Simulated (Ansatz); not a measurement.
Bulk modulus (GPa) of solids drawn from the class of silicides and borides, at two levels: PBE (PAW; Ansatz, a quantum-chemistry and plane-wave program), and PBE-D3(BJ) in Ansatz (plane waves, PAW).

| solid | PBE | PBE-D3(BJ) |
|---|---|---|
| C11b WSi2 | 217 | 234 |
| AlB2-type TiB2 | 250 | ? |
| A15 Mo3Si | 249 | 267 |
| CaB6-type CaB6 | 150 | 155 |
| antifluorite Mg2Si | 54.0 | 58.8 |
| CaB6-type LaB6 | 174 | 181 |
| AlB2-type ZrB2 | 238 | 250 |
| AlB2-type MgB2 | 143 | 151 |
| C11b MoSi2 | 204 | 221 |
| B20 (FeSi-type) MnSi | 206 | 219 |

Estimate the withheld PBE-D3(BJ) value from the other rows.

One way: carry over the typical ratio. The ratios PBE-D3(BJ) / PBE of the other rows, in order: 1.033, 1.040, 1.050, 1.056, 1.063, 1.072, 1.078, 1.083, 1.089; median 1.063. AlB2-type TiB2: 250 × 1.063 = 266 GPa; the run gives 266 GPa. The ratios spread from 1.033 to 1.089, so such an estimate is rough.

Of 10 rows, PBE-D3(BJ) is the larger in 10 and the smaller in 0.

Ansatz's runs of these crystals have no spin polarisation, but for B20 (FeSi-type) MnSi.

Density-functional runs with spin start from parallel moments for B20 (FeSi-type) MnSi.

Spin–orbit coupling is left out, also for the solids with elements from indium on (C11b WSi2, CaB6-type LaB6); its size isn't shown.

In Ansatz's fits of the non-cubic solids, shape and atoms are relaxed at each volume.

Each level is taken at its own relaxed cell. Caveats: the gap of the solid is closed in this run (PBE: CaB6-type CaB6). Ansatz's density-functional and Hartree–Fock values are scalar-relativistic unless marked +SOC, with PAW data made under PBE.
